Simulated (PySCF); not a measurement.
From results back to the method.

Isobutyronitrile, C4H7N.
Cartesian coordinates in Å at the PBE0-D3(BJ)/def2-SVP level; atoms count from 1:
```xyz
12
C4H7N angstrom
C      1.233   -0.595   -0.002
C      0.036    0.299   -0.326
C     -1.300   -0.371   -0.001
C      0.152    1.584    0.369
N      0.246    2.591    0.933
H      1.252   -0.849    1.069
H      1.166   -1.532   -0.575
H      2.183   -0.103   -0.254
H      0.056    0.536   -1.405
H     -2.150    0.272   -0.270
H     -1.389   -1.314   -0.560
H     -1.370   -0.600    1.073
```

The closed-shell ground state was solved 7 times with PySCF (density fitting, gas phase), always with PBE0, in these basis sets: 6-31+G*, 6-31G*, aug-cc-pVDZ, def2-SVP, def2-SVPD, pcJ-1 and pcSseg-0.

```
row  total energy (Eh)  HOMO (eV)  LUMO (eV)  dipole (D)
  P          -211.1295      -9.22       0.63        4.11
  Q          -210.9667      -9.12       0.90        3.93
  R          -210.9769      -9.25       0.25        4.16
  S          -210.6432      -9.42       0.97        4.09
  T          -211.1250      -9.21       0.01        4.19
  U          -211.1180      -8.96       1.25        3.96
  V          -211.1454      -9.19      -0.34        4.18
```

**Question.** Which basis belongs to which row?

**Answer.** P = pcJ-1, Q = def2-SVP, R = def2-SVPD, S = pcSseg-0, T = 6-31+G*, U = 6-31G*, V = aug-cc-pVDZ. From the lowest total energy up: aug-cc-pVDZ (178 functions) 0 eV; pcJ-1 (205 functions) +0.43 eV; 6-31+G* (104 functions) +0.55 eV; 6-31G* (84 functions) +0.75 eV; def2-SVPD (156 functions) +4.59 eV; def2-SVP (105 functions) +4.86 eV; pcSseg-0 (59 functions) +13.67 eV.
